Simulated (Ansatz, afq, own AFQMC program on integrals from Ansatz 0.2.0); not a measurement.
## GeH₄ + O, triplet in cc-pVTZ along one coordinate

```xyz
6

Ge   -0.5015    0.0000    0.0000
H    -1.0130    1.4466    0.0000
H    -1.0130   -0.7233    1.2528
H    -1.0130   -0.7233   -1.2528
H     1.0328    0.0000    0.0000
O     2.4035    0.0000    0.0000
```

A hydrogen atom is moved from one rigid fragment to the other; the Ge1–H5 distance tells how far. The two fragments are held close together, so this isn't a minimum-energy path and the start is a compressed complex. Energies in mEh count from this geometry (1.534 Å) at the same level; the start stands on UHF, each point on the determinant named.

Basis cc-pVTZ. Noble-gas cores (and the filled d shells of Ga–Kr and In–Xe) are frozen. Integrals, coupled cluster, full CI and functionals: Ansatz 0.2.0; the random walks run on the same integrals in our own AFQMC program. The CISD trial takes its coefficients from CCSD amplitudes. Released means that phaseless walkers are propagated on without the constraint, phases kept. Uncertainties: one standard error, sampling alone. No spin–orbit coupling.

Cautions, each for one point or more: inner d shell frozen; lower spins were not checked; no relativity below Rb; no spin-orbit coupling; the ph-AFQMC/CISD walk drifts between its halves.

```csv
r(Ge1–H5) / Å,det.,T1,weight,⟨S²⟩,B2PLYP,MP2,CCSD(T)
1.643,UHF,0.023,0.86,2.05,-5.5,-5.2,-5.0
1.697,UHF,0.020,0.87,2.05,-8.9,-9.9,-8.3
1.806,UHF,0.015,0.87,2.03,-17.0,-22.0,-16.8
1.915,UHF,0.013,0.88,2.02,-21.6,-29.6,-22.4
```

**Question.** Estimate the curve of phaseless AFQMC with a CISD trial, counted from the same start.

**Answer.** 
```tsv
r(Ge1–H5) / Å	det.	T1	weight	⟨S²⟩	ph-AFQMC/CISD
1.643	UHF	0.023	0.86	2.05	-5.2 ± 0.3
1.697	UHF	0.020	0.87	2.05	-8.5 ± 0.3
1.806	UHF	0.015	0.87	2.03	-17.0 ± 0.3
1.915	UHF	0.013	0.88	2.02	-22.0 ± 0.3
```

Weight is that of the determinant in the CISD state; at the start T1 is 0.023 and the weight 0.87, and ⟨S²⟩ is 2.03. Symmetry can't show for every point that it stays on the start's state. Largest departures from phaseless AFQMC with a CISD trial: CCSD(T) -0.5 mEh at 1.915 (on UHF) (within the noise), MP2 -7.6 mEh at 1.915 (on UHF). The walk's constraint bias lies outside its error bars, so these are departures and not errors. The functionals aren't scored here.

A walk keeps the symmetry of its determinant, which the program's search chose and which needn't be the lowest solution, so a lower state of the same spin and another symmetry isn't excluded.
